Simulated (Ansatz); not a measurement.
# CN: the cost of one run

Computed with Ansatz 0.2.0, driven from Python. Level of theory: PBE0/def2-SVP.

## 1. The structure

Bond lengths: C1–N2 1.461 Å.

No structure file is read: the coordinates are typed or built in the script.

## 2. The script

Contents of freq_cn.py:

```python
'''Harmonic frequencies of CN(+) at its relaxed geometry.'''

import itertools
import logging
import sys
import warnings

import ansatz as az
from ase.data import atomic_numbers, covalent_radii
import numpy as np

logging.basicConfig(stream=sys.stdout, format='%(levelname)s %(message)s')
logger = logging.getLogger('calc')
logger.setLevel(logging.INFO)


def main() -> None:
    warnings.simplefilter('ignore', az.DeckWarning)

    geometry_ang = [
        ('C', (0.7307, 0.0, 0.0)),
        ('N', (-0.7307, 0.0, 0.0)),
    ]
    cn = az.Crystal.molecule()
    for symbol, xyz in geometry_ang:
        cn = cn.atom(symbol, xyz)

    setup = (
        cn.calculation()
        .basis(gaussian='def2-SVP')
        .functional('PBE0')
        .charge(1)  # electrons removed from the neutral system
    )
    symbols = [site.symbol for site in cn.cartesian_sites]
    start = np.array([site.position_ang for site in cn.cartesian_sites], dtype=float)
    data = setup.relax(force_tolerance=0.003).run(threads=1).report
    end = np.array(data['positions_ang'])

    # pairs closer than 1.2 times the sum of covalent radii, before or after
    radius = [covalent_radii[atomic_numbers[s]] for s in symbols]
    span = lambda where, i, j: np.linalg.norm(where[i] - where[j])
    bonded = [(i, j) for i, j in itertools.combinations(range(len(symbols)), 2) if min(span(start, i, j), span(end, i, j)) < 1.2 * (radius[i] + radius[j])]
    logger.info('pair        before    after (A)')
    for i, j in bonded:
        print(f'{symbols[i]}{i}-{symbols[j]}{j}'.ljust(10), f'{span(start, i, j):8.4f} {span(end, i, j):8.4f}')

    # same settings at the minimum
    minimum = az.Crystal.molecule()
    for symbol, place in zip(symbols, end):
        minimum = minimum.atom(symbol, place.tolist())
    vibrating = (
        minimum.calculation()
        .basis(gaussian='def2-SVP')  # atom-centred Gaussian functions
        .functional('PBE0')
        .charge(1)
        .phonons(temperatures=(200, 600, 100))
    )
    vib = vibrating.run(threads=1).report['vibrations']
    sums = vib['harmonic_sums']
    modes = [m['omega_inv_cm'] for m in sums['modes_at_gamma'] if m['rigid_motion'] == 'no']
    for number, w in enumerate(modes, start=1):
        logger.info(f'mode {number:2d} {w:9.1f} 1/cm {w / 8065.544 * 1000:8.2f} meV')
    print('imaginary modes:', sum(w < 0 for w in modes), ' zero-point energy:', round(sums['zero_point_energy_ev'], 4), 'eV')
    logger.info('T (K)   F_vib (eV)   S_vib (meV/K)   C_vib (meV/K)')
    for row in zip(sums['temperatures_k'], sums['vibrational_free_energy_ev'], vib['entropy_ev_per_k'], vib['heat_capacity_ev_per_k']):
        logger.info(f'{row[0]:6.1f} {row[1]:11.4f} {1000 * row[2]:13.4f} {1000 * row[3]:15.4f}')


if __name__ == '__main__':
    main()
```

## 3. Launch

Command:

```
$ python freq_cn.py
```

What time and memory should one allow on 1 thread of Arm Neoverse V1, shared host?

About 7.6 s, with a peak of 0.15 GiB.
